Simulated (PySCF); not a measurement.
Spin states of AlN⁺

Unrestricted PBE0; Al def2-TZVPPD, N def2-TZVPPD; no relativity (PySCF 2.14). Outer shells of the fragments: Al+ 3s2; N 2s2 2p3.

Followed along the bond (rough minima from three points):

```
2Ms+1   unpaired  ⟨S²⟩ at the start  R at minimum (Å)  Te (eV)
    4  σ ↑, π ↑↑               3.77              2.06     0.00
    2  σ ↓, π ↑↑               1.77              1.92     0.47
    2  σ ↑, π ↑↓               1.77              1.96     0.80
    2        π ↑               1.26  none in the scan   ≤ 1.23
```

Solutions found at the starting distance of 1.950 Å, counted from the lowest of them; the search is not exhaustive and high or unbound solutions are not listed, so other states can lie among these:

```json
{"2Ms+1": "4", "unpaired": "σ ↑, π ↑↑", "term": "⁴Σ⁻", "E (eV)": "0.00", "⟨S²⟩": "3.77", "⟨Lz²⟩": "0.00", "μ (D)": "-2.80"}
{"2Ms+1": "2", "unpaired": "σ ↓, π ↑↑", "term": "mixed", "E (eV)": "0.45", "⟨S²⟩": "1.77", "⟨Lz²⟩": "0.00", "μ (D)": "-3.49"}
{"2Ms+1": "2", "unpaired": "σ ↑, π ↑↓", "term": "mixed", "E (eV)": "0.78", "⟨S²⟩": "1.77", "⟨Lz²⟩": "2.01", "μ (D)": "-3.21"}
{"2Ms+1": "2", "unpaired": "π ↑", "term": "mixed", "E (eV)": "1.52", "⟨S²⟩": "1.26", "⟨Lz²⟩": "1.01", "μ (D)": "-4.99"}
{"2Ms+1": "2", "unpaired": "σ ↑", "term": "mixed", "E (eV)": "2.48", "⟨S²⟩": "0.76", "⟨Lz²⟩": "2.00", "μ (D)": "-3.33"}
{"2Ms+1": "4", "unpaired": "σ ↑↑, π ↑", "term": "⁴Π", "E (eV)": "2.60", "⟨S²⟩": "3.76", "⟨Lz²⟩": "1.02", "μ (D)": "-4.66"}
{"2Ms+1": "2", "unpaired": "π ↑", "term": "²Π", "E (eV)": "3.76", "⟨S²⟩": "0.75", "⟨Lz²⟩": "1.00", "μ (D)": "0.96"}
{"2Ms+1": "4", "unpaired": "π ↑↑↑", "term": "⁴Π", "E (eV)": "4.30", "⟨S²⟩": "3.82", "⟨Lz²⟩": "1.00", "μ (D)": "-3.20"}
{"2Ms+1": "4", "unpaired": "π ↑↑, δ ↑", "term": "⁴Δ", "E (eV)": "9.92", "⟨S²⟩": "4.04", "⟨Lz²⟩": "4.00", "μ (D)": "-2.46"}
```

A term symbol is given only where ⟨S²⟩ and ⟨Lz²⟩ are close to those of a pure state; real π, δ and φ orbitals otherwise mix terms. A positive dipole points towards N; it is taken about the centre of mass and depends on that origin.

Counting both spins, an empty level lies below a filled one in some of these solutions, because spin and occupation are held.
